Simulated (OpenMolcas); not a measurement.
## Predicting a hybrid from its neighbours: AlH3

AlH3 has 4 atoms, charge 0, and is taken as a singlet. As SMILES, `[AlH3]`. Geometry: relaxed at PBE0-D4/def2-TZVP.

The electronic atomisation energy y, in eV, basis def2-TZVPPD; a is the functional's share of exact exchange. Programs: OpenMolcas 26.06.

| functional | program | a | y (eV) |
| --- | --- | --- | --- |
| revPBE | OpenMolcas | 0 | 8.75 |
| PBE | OpenMolcas | 0 | 8.83 |
| B3LYP | OpenMolcas | 0.2 | ? |
| PBE0 | OpenMolcas | 0.25 | 8.90 |
| BHLYP | OpenMolcas | 0.5 | 9.22 |

Q: Fit y = c + s·a to the known rows and predict B3LYP.

A: 
1. Means of the 4 rows: a = 0.1875, y = 8.925.
2. Σ(Δa)² = 0.17188, Σ(Δa·Δy) = 0.14125, so the slope is 0.14125/0.17188 = 0.82179.
3. Intercept: 8.925 − (0.82179) × 0.1875 = 8.771. The largest residual of the fit is 0.076.
4. B3LYP: 8.771 + (0.82179) × 0.2 = 8.94 eV.

The run gave 9.23 eV, so the prediction is off by -0.29 eV, more than the scatter of the fit. The rows mix families of semi-local functionals, which the line can't see.
